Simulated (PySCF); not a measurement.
C₂H₆S, SMILES CSC. Geometry optimised at TPSSh-D3(BJ)/def2-TZVP.

Method: PySCF with TPSSh-D3(BJ)/def2-TZVP.

Harmonic wavenumbers (cm⁻¹): 180, 184, 254, 692, 743, 907, 949, 987, 1053, 1342, 1367, 1472, 1482, 1489, 1496, 3025, 3028, 3096, 3103, 3125, 3126. Rotational constants (GHz): 17.79, 7.549, 5.684; symmetry number 2.

Problem. Work out the zero-point energy and the ideal-gas rigid-rotor harmonic-oscillator thermochemistry at 298.15 K and 1 atm.

Solution. ZPE = ½ Σ hcν = ½ × 33100 cm⁻¹ = 197.98 kJ/mol. H − E(el) = 213.35 kJ/mol. Entropy in J/(mol K): translation 160.24, rotation 92.80, vibration 31.00, total 284.05. G − E(el) = 128.66 kJ/mol. Cp = 72.10 J/(mol K).
